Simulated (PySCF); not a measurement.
# NO2OH: relaxation and vibrations of the singlet

The task is one start of a wider search on NO2OH: the singlet, from a T-shaped (ligand arrangement 1) start. It is relaxed, tested by its Hessian and followed downhill if it is a saddle.

The runs use PySCF 2.14.0; B3LYP, basis N def2-TZVP, O def2-TZVP, H def2-TZVP, no relativity, density fitting.

### Step 1. The starting structure

5 atoms, charge 0, spin multiplicity 1.

Bond lengths: N1–O2 1.170 Å, N1–O3 1.170 Å, N1–O4 1.340 Å, O4–H5 0.960 Å. Angles: O2–N1–O3 88.0°, O2–N1–O4 88.0°, O3–N1–O4 176.0°, N1–O4–H5 130.0°.

Coordinates in bohr (charge 0 multiplicity 1):
```
N     0.0000    0.0000    0.0000
O     0.0000    0.0000    2.2110
O     2.2097    0.0000    0.0771
O    -2.5307    0.0000    0.0884
H    -3.6961    1.3897    0.1291
```

### Step 2. The SCF at the typed geometry

One driver script runs all steps and calls PySCF; scf.py shows how it sets up the SCF of each step. The optimiser is the driver's own. After this first run the driver tries any further starts and a stability analysis.

Input file scf.py:

```python
from pyscf import gto, scf, dft
mol = gto.M(atom='''
N      0.000000     0.000000     0.000000
O      0.000000     0.000000     1.170000
O      1.169300     0.000000     0.040800
O     -1.339200     0.000000     0.046800
H     -1.955900     0.735400     0.068300''',
    basis={'N': 'def2-TZVP', 'O': 'def2-TZVP', 'H': 'def2-TZVP'},
    charge=0, spin=0)
mf = dft.RKS(mol, xc='B3LYP')
mf.grids.atom_grid = (50, 194)
aux = {'N': 'def2-universal-JKFIT', 'O': 'def2-universal-JKFIT', 'H': 'def2-universal-JKFIT'}
mf = mf.density_fit(auxbasis=aux)
mf.conv_tol = 1e-08
mf.diis_space = 10
mf.max_cycle = 60
mf.init_guess = 'minao'
mf.verbose = 4
mf.kernel()
```

On the command line:

```
OMP_NUM_THREADS=4 python axn.py task.json out
```

The runs that follow: Relaxing the singlet from the T-shaped (ligand arrangement 1) start; Hessian and properties.

Before running it: what results should come out? Wanted: minimum; geometry; wavenumbers; dipole moment; highest occupied, lowest empty level; polar-tensor charge of N1; zero-point energy; atomisation energy.

As calculated:

| quantity | value |
| --- | --- |
| minimum | singlet, Cs |
| geometry | N–O 1.191 Å, N–O 1.207 Å, N–O 1.411 Å, O–H 0.973 Å; H–O–N 103.1°, O–N–O 114.0°, O–N–O 115.6°, O–N–O 130.4° |
| wavenumbers (cm⁻¹) | 486 (a''), 589 (a'), 652 (a'), 785 (a''), 905 (a'), 1319 (a'), 1350 (a'), 1758 (a'), 3704 (a') |
| dipole moment | 2.34 D |
| highest occupied, lowest empty level | -9.30, -2.38 eV |
| polar-tensor charge of N1 | +1.52 e |
| zero-point energy | 69.1 kJ/mol |
| entropy at 298.15 K | 266.1 J/(mol K) |
| atomisation energy (no zero-point energy) | 1626 kJ/mol |

The T-shaped (ligand arrangement 1) start (C1) ends in a minimum of Cs symmetry. The strongest infrared band lies at 1758 cm⁻¹ (a'). Other starts or spin states, not run here, may lie lower.
